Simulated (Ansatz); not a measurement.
# BNH6 (SMILES [BH3-][NH3+]): CCSDTQ/STO-6G (sfX2C, density fitting with cc-pVTZ-jkfit, def2-TZVP-rifit for correlation)

What is the energy difference between two shapes of BNH6 at CCSDTQ/STO-6G (sfX2C, density fitting with cc-pVTZ-jkfit, def2-TZVP-rifit for correlation)? 

Program for the calculation: Ansatz 0.2.0.

9 further runs of the same task are left out: 1 for a known fault of the program, 1 that didn't finish, 7 set aside as unsound or not needed.

**1. The system as given**

BNH6 has 8 atoms, charge 0, and is taken as a singlet. SMILES: `[BH3-][NH3+]`. Geometry: relaxed at PBE0-D4/def2-TZVP.

Bond lengths: B1–N2 1.639 Å, B1–H3 1.212 Å, B1–H4 1.212 Å, B1–H5 1.212 Å, N2–H6 1.015 Å, N2–H7 1.015 Å, N2–H8 1.015 Å. Some angles: B1–N2–H6 110.9°, B1–N2–H7 110.9°, B1–N2–H8 110.9°, N2–B1–H3 105.3°, N2–B1–H4 105.3°, N2–B1–H5 105.3°, H6–N2–H7 108.0°, H6–N2–H8 108.0°, H7–N2–H8 108.0°, H3–B1–H4 113.3°.

**2. Energy and gradient at CCSDTQ/STO-6G (sfX2C, density fitting with cc-pVTZ-jkfit, def2-TZVP-rifit for correlation)**

File run.yaml:

```yaml
crystal:
  periodic: [false, false, false]
  atoms:
    - {symbol: B, position_ang: [-0.191300, 0.250800, -0.775400]}
    - {symbol: N, position_ang: [0.206500, -0.255100, 0.731700]}
    - {symbol: H, position_ang: [-0.078200, -0.728400, -1.481000]}
    - {symbol: H, position_ang: [-1.332600, 0.649700, -0.687200]}
    - {symbol: H, position_ang: [0.604400, 1.126600, -1.038400]}
    - {symbol: H, position_ang: [0.140800, 0.507000, 1.398700]}
    - {symbol: H, position_ang: [1.156600, -0.611300, 0.755300]}
    - {symbol: H, position_ang: [-0.414000, -0.996500, 1.040500]}
basis:
  gaussian:
    orbitals: STO-6G.json
    fitting: {mean_field: cc-pVTZ-jkfit, correlation: def2-TZVP-rifit.json}
hamiltonian: {pseudopotentials: {relativity: scalar}}
correlation: {method: ccsdtq, electrons: outside_noble_gas}
accuracy: high
output: {forces: true}
```

The basis set STO-6G is read from a file made from the Basis Set Exchange's data (not shown).

The run is started by

```console
$ ansatz run run.yaml --threads 1 --pin off --max-ram 2610MiB --events-out events.jsonl --progress --plain --runs-dir runs
```

Standard output (excerpt; [...] marks lines left out):

```text
Warning: RAYON_NUM_THREADS=1 ignored (pool sized by the plan → 1); use --threads N
Functional definition: HF
  name "HF"
[...]
338 factors; integrals over basis functions are off by at most 2.3e-4 eV
242 factors; integrals over basis functions are off by at most 3.4e-4 eV
[...]
mean field -2242.64290960 eV, -82.4156068097 hartree, gradient 5.8e-9 eV, S^2 0.000000; 0 other end points of the search recorded, 0 dependent functions left out
2 core orbitals not correlated: weight in the atoms' cores, before any rotation towards them, 1.000 or more for the frozen orbitals, at most 0.000 for the correlated occupied ones
reference -2242.64290960 eV, -82.4156068097 hartree; 7, 7 occupied and 7, 7 virtual orbitals, 242 factors
second order -2.74520342 eV of doubles, -0.00000000 eV of singles
cycle   1  -3.37160155 eV  change   -6.3e-1 eV  update   5.8e-2
[...]
cycle  20  -3.71554022 eV  change  -3.6e-11 eV  update  6.6e-10
[...]
Total energy: -2246.35844982 eV, -82.5521503945 hartree
Relativity: scalar
Atom 0 at    -0.191300     0.250800    -0.775400 Å, force    -0.270518     0.341295    -1.020200 eV/Å
Atom 1 at     0.206500    -0.255100     0.731700 Å, force    -0.593171     0.755719    -2.258701 eV/Å
Atom 2 at    -0.078200    -0.728400    -1.481000 Å, force    -0.055890     0.667744     0.597635 eV/Å
Atom 3 at    -1.332600     0.649700    -0.687200 Å, force     0.839464    -0.315922     0.030710 eV/Å
Atom 4 at     0.604400     1.126600    -1.038400 Å, force    -0.542322    -0.655765     0.280917 eV/Å
Atom 5 at     0.140800     0.507000     1.398700 Å, force    -0.099359     1.481754     1.457751 eV/Å
Atom 6 at     1.156600    -0.611300     0.755300 Å, force     1.928903    -0.752349     0.170707 eV/Å
Atom 7 at    -0.414000    -0.996500     1.040500 Å, force    -1.207107    -1.522475     0.741182 eV/Å
Dipole moment:     0.298173    -0.379150     1.129525 e Å
```

Run time: 22 s. Hardware: 1 thread of Arm Neoverse V1, shared host.

**3. The distorted shape, same level**

File run.yaml:

```yaml
crystal:
  periodic: [false, false, false]
  atoms:
    - {symbol: B, position_ang: [-0.105726, 0.317187, -0.767431]}
    - {symbol: N, position_ang: [0.245899, -0.318153, 0.697418]}
    - {symbol: H, position_ang: [-0.039873, -0.781947, -1.465477]}
    - {symbol: H, position_ang: [-1.335483, 0.655445, -0.643627]}
    - {symbol: H, position_ang: [0.570849, 1.154103, -1.110359]}
    - {symbol: H, position_ang: [0.173797, 0.532043, 1.416890]}
    - {symbol: H, position_ang: [1.161860, -0.576202, 0.763709]}
    - {symbol: H, position_ang: [-0.479783, -1.046004, 1.078522]}
basis:
  gaussian:
    orbitals: STO-6G.json
    fitting: {mean_field: cc-pVTZ-jkfit, correlation: def2-TZVP-rifit.json}
hamiltonian: {pseudopotentials: {relativity: scalar}}
correlation: {method: ccsdtq, electrons: outside_noble_gas}
accuracy: high
output: {forces: true}
```

The basis set STO-6G is read from a file made from the Basis Set Exchange's data (not shown).

The run is started by

```console
$ ansatz run run.yaml --threads 1 --pin off --max-ram 2610MiB --events-out events.jsonl --progress --plain --runs-dir runs
```

Standard output (excerpt; [...] marks lines left out):

```text
Warning: RAYON_NUM_THREADS=1 ignored (pool sized by the plan → 1); use --threads N
[... 2 set-up lines as earlier in the session ...]
[...]
338 factors; integrals over basis functions are off by at most 2.1e-4 eV
242 factors; integrals over basis functions are off by at most 3.4e-4 eV
[...]
mean field -2241.51317544 eV, -82.3740898453 hartree, gradient 2.2e-8 eV, S^2 0.000000; 0 other end points of the search recorded, 0 dependent functions left out
2 core orbitals not correlated: weight in the atoms' cores, before any rotation towards them, 1.000 or more for the frozen orbitals, at most 0.000 for the correlated occupied ones
reference -2241.51317544 eV, -82.3740898453 hartree; 7, 7 occupied and 7, 7 virtual orbitals, 242 factors
second order -2.94025293 eV of doubles, -0.00000000 eV of singles
cycle   1  -3.61051316 eV  change   -6.7e-1 eV  update   6.2e-2
[...]
cycle  19  -3.99995002 eV  change  -5.0e-10 eV  update   1.1e-9
[...]
Total energy: -2245.51312546 eV, -82.5210852971 hartree
Relativity: scalar
Atom 0 at    -0.105726     0.317187    -0.767431 Å, force    -4.398591    -4.188715    -1.525893 eV/Å
Atom 1 at     0.245899    -0.318153     0.697418 Å, force    -7.060500     4.863397     1.983403 eV/Å
Atom 2 at    -0.039873    -0.781947    -1.465477 Å, force     0.015885     2.483990     0.994579 eV/Å
Atom 3 at    -1.335483     0.655445    -0.643627 Å, force     2.303062    -0.410321    -0.181957 eV/Å
Atom 4 at     0.570849     1.154103    -1.110359 Å, force     1.400628     1.072296     0.184603 eV/Å
Atom 5 at     0.173797     0.532043     1.416890 Å, force     0.060666    -1.826812    -1.157124 eV/Å
Atom 6 at     1.161860    -0.576202     0.763709 Å, force     6.053135    -2.759589     0.580769 eV/Å
Atom 7 at    -0.479783    -1.046004     1.078522 Å, force     1.625716     0.765755    -0.878379 eV/Å
Dipole moment:     0.313200    -0.350745     1.150951 e Å
```

Wall time 21 s (1 thread of Arm Neoverse V1, shared host).

**4. Results**

Level: CCSDTQ/STO-6G (sfX2C, density fitting with cc-pVTZ-jkfit, def2-TZVP-rifit for correlation), 2 core orbitals frozen.

| quantity | value |
| --- | --- |
| first shape: total energy | -82.55215 Eh |
| first shape: dipole moment (correlated density) | 5.90 D |
| first shape: correlation energy (2 core orbitals frozen) | -136.5 mEh |
| first shape: T1 diagnostic | 0.005 |
| first shape: largest force on an atom | 2.455 eV/Å |
| distorted shape: total energy | -82.52109 Eh |
| distorted shape: dipole moment (correlated density) | 5.97 D |
| distorted shape: correlation energy (2 core orbitals frozen) | -147.0 mEh |
| distorted shape: T1 diagnostic | 0.005 |
| distorted shape: largest force on an atom | 8.800 eV/Å |
| energy change with the atoms displaced | 0.845 eV |

**Reading.** With the atoms displaced the energy rises by 0.85 eV (19.5 kcal/mol). The first shape isn't relaxed at this level, so the change isn't measured from a minimum. The minimal basis adds a large error of its own. The largest force (first shape) is 2.45 eV/Å: the shape isn't a stationary point for this species at this level. Mulliken charges (first shape) run from -0.37 on N2 to +0.25 on H6; they depend strongly on the basis.
